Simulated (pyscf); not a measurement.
Structures and frequencies: ωB97X-D3(BJ)/def2-SVP in PySCF.

### Question
For the elementary gas-phase step O=Mo(=O)(OH)–OH (SMILES [O]=[Mo](=[O])([OH])[OH]) + HCl (SMILES Cl) → O=Mo(=O)(OH)–Cl (SMILES [O]=[Mo](=[O])([OH])[Cl]) + H₂O (SMILES O) (singlet surface; Mo–O, Cl–H broken, Cl–Mo, H–O formed), what barrier and reaction energy does ωB97M-D3(BJ)/def2-TZVP give, measured from the separated reactants?

### Answer
ΔE‡ = 4.9 kcal/mol, ΔE = -6.3 kcal/mol. Zero-point energy shifts the barrier by +0.6 kcal/mol. It is a four-centre exchange, with an imaginary mode of 732i cm⁻¹. On the reactant side the descent ends in a complex, 5.9 kcal/mol under the separated species and 7.7 kcal/mol under the saddle at ωB97X-D3(BJ)/def2-TZVP. On the product side the descent ends in an adduct with a Mo–O contact, 9.7 kcal/mol under the separated species and 20.6 kcal/mol under the saddle at ωB97X-D3(BJ)/def2-TZVP. What is counted as broken (Mo–O) persists as a longer contact in the product adduct; parting that adduct is a step of its own. At ωB97X-D3(BJ) the barrier from the zero used here is 1.8 kcal/mol. This is the saddle that the search found; another between the same sides may lie lower. Elements past Kr carry the def2 core potentials, without spin-orbit coupling.
